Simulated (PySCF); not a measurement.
C5H5Cl.
Atom-mapped SMILES: `[CH3:1][C:2]1=[CH:3][C:4]/1=[CH:5]/[Cl:6]` (hydrogens: H7, H8, H9 on C1; H10 on C3; H11 on C5)

The same species was optimised twice, with GFN2-xTB and with PBE0-D3(BJ)/def2-SVP (PySCF), and the same property calculations (PySCF, gas phase) were run on both structures.

```
   coordinate  GFN2-xTB  PBE0-D3(BJ)/def2-SVP  change
    C4=C5 (Å)     1.308                 1.329  +0.021
    C2–C4 (Å)     1.452                 1.437  -0.015
    C3–C4 (Å)     1.450                 1.436  -0.014
    C1–C2 (Å)     1.460                 1.468  +0.008
   C5–Cl6 (Å)     1.750                 1.746  -0.004
    C2=C3 (Å)     1.326                 1.324  -0.002
 C2–C4–C5 (°)     152.8                 151.3    -1.5
 C3–C4–C5 (°)     152.8                 153.8    +1.0
 C2–C4–C3 (°)      54.4                  54.9    +0.5
 C1–C2–C3 (°)     151.3                 151.6    +0.3
 C2–C3–C4 (°)      62.9                  62.6    -0.3
 C3–C2–C4 (°)      62.8                  62.5    -0.3
 C1–C2–C4 (°)     145.9                 145.8    -0.1
C4–C5–Cl6 (°)     120.9                 121.0    +0.1
```

Rotational constants: A = 5837, B = 1701, C = 1328 MHz (GFN2-xTB) against A = 5762, B = 1716, C = 1333 MHz (PBE0-D3(BJ)/def2-SVP). Point groups within 0.08 Å: Cs and Cs.

On the GFN2-xTB structure: lowest singlet, TDDFT (eV) 4.30 [PBE0/def2-SVPD]; lowest triplet, Tamm–Dancoff (eV) 3.32 [PBE0/def2-SVPD]; isotropic polarisability (au) 73.0 [PBE0/def2-SVPD]; HOMO (eV) -5.92 [PBE0/def2-SVPD]; LUMO (eV) -0.54 [PBE0/def2-SVPD]; dipole (D) 3.90 [PBE0/def2-SVPD].

Q: What do these properties become on the PBE0-D3(BJ)/def2-SVP structure?

A: 
```csv
property,level,on GFN2-xTB,on PBE0-D3(BJ)/def2-SVP,change
"lowest singlet, TDDFT (eV)",PBE0/def2-SVPD,4.30,4.17,-0.13
"lowest triplet, Tamm–Dancoff (eV)",PBE0/def2-SVPD,3.32,3.24,-0.08
isotropic polarisability (au),PBE0/def2-SVPD,73.0,73.7,+0.7
HOMO (eV),PBE0/def2-SVPD,-5.92,-5.82,+0.10
LUMO (eV),PBE0/def2-SVPD,-0.54,-0.56,-0.02
dipole (D),PBE0/def2-SVPD,3.90,3.93,+0.03
"energy, GFN2-xTB geometry as zero (kcal/mol)",PBE0/def2-SVPD,0.0,-0.9,-0.9
```

The heavy atoms differ by 0.015 Å rms after alignment. Among bonds between heavy atoms C4=C5 changes most (+0.021 Å). Changes are differences of the printed values. Neither structure is proved a minimum here.
